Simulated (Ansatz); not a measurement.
# HBeGa, singlet in cc-pVDZ: errors against full CI

Geometry: a point of a stretch scan, not a stationary point.

```xyz
3

Ga    0.0000    0.0007    0.2757
Be    0.0000   -0.1981   -2.0095
H     0.0000    1.7205   -1.1053
```

Basis cc-pVDZ; Ansatz 0.2.0. Correlated methods freeze the noble-gas cores and the filled d shells of p-block atoms, which leaves 6 electrons in 31 orbitals. Prefix R: restricted or restricted open-shell reference; prefix U: unrestricted. Active spaces: valence = (6e, 9o) chosen from the atoms' valence shells; pair = (2e, 2o) about the gap. No spin–orbit coupling is included, and no scalar relativity.

Full CI is exact within this basis and frozen core; it isn't the basis-set limit. The frozen core follows each run's orbitals, which can shift R against U totals by a few meV for light atoms and by up to 0.1 eV past Ca.

RHF is unstable: UHF (⟨S²⟩ = 0.71) lies 0.38 eV below the lowest RHF solution. Higher spins weren't run at this geometry and may lie near or lower.

The UHF ⟨S²⟩ is 0.709 and the T1 diagnostic (RCCSD) is 0.0282. The largest doubles amplitude (RCCSD) is 0.195.

```
                   level  E − E(full CI) (kJ/mol)  share of correlation (%)  wall time
                     RHF                    356.1                      0.00          –
                    RMP2                    108.8                     69.44          –
                    CISD                     44.1                     87.61     0.63 s
                   RCCSD                     20.2                     94.31          –
                RCCSD(T)                      5.0                     98.59     0.57 s
                 BCCD(T)                      5.0                     98.58     0.64 s
                  RCCSDT                      1.4                     99.62          –
               RCCSDT(Q)                      0.2                     99.95      1.7 s
     CASSCF (pair space)                    291.8                     18.05          –
     NEVPT2 (pair space)                     88.5                     75.13      1.1 s
     MRCISD (pair space)                     30.2                     91.53          –
   MRCISD+Q (pair space)                      0.5                     99.87      1.3 s
  CASSCF (valence space)                    111.0                     68.82          –
  NEVPT2 (valence space)                     29.0                     91.86      3.5 s
  MRCISD (valence space)                      3.9                     98.90          –
MRCISD+Q (valence space)                      0.2                     99.93      4.8 s
```

The correlation energy at full CI, counted from RHF, is -3.690 eV. That run took 52 s on 1 thread of Arm Neoverse V2, shared host over 10,116,793 determinants.

Run but not shown, since their state, orbitals or frozen core can't be matched to the reference's or they repeat it: UHF, UMP2, UCCSD, UCCSD(T), UCCSDT, UCCSDT(Q).

Times hold each run's SCF and search for its determinant on a shared host, so for small cases they say little of a method's own cost; they ran on 1 thread of Arm Neoverse V2.

The full-CI state has the irrep A' of Cs, in the program's axes.

Natural occupations of full CI about the gap: 1.932 1.886 1.774 0.146 0.067 0.058 0.043 0.031 0.017 0.008; effectively unpaired electrons, Σ n²(2−n)², 0.34.
